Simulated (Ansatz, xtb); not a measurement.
Molecule: nitrous oxide, N2O (charge 0, singlet). 
Coordinates optimised at B3LYP-D3(BJ)/def2-TZVP (Ansatz, a program for electronic structure):
```xyz
3

N      0.0000     0.0000    -1.1943
N      0.0000     0.0000    -0.0734
O      0.0000     0.0000     1.1093
```

Harmonic wavenumbers from GFN2-xTB (xtb, at its own minimum), cm⁻¹: 553, 553, 1442, 2650.

Task: Give the harmonic wavenumbers at B3LYP-D3(BJ)/def2-TZVP (Ansatz, finite differences of forces, unscaled).

Result: 620, 620, 1331, 2346 cm⁻¹. Zero-point energy 7.0 kcal/mol.

Task: From these and the geometry, give the ideal-gas thermochemistry at 298.15 K and 1 atm (rigid rotor, harmonic oscillator).

Result: Point group C∞v, rotational symmetry number 1. Rotational constants 12.72, 12.72 GHz. S(trans) 37.27, S(rot) 14.29, S(vib) 0.86, S(elec, spin only) 0.00, S 52.4 cal/(mol K). H(298) - H(0) 2.27 kcal/mol; G - E(el) -6.3 kcal/mol. Tabulated S at 1 bar: 52.6 cal/(mol K) (CRC Handbook, as tabulated in the package chemicals).
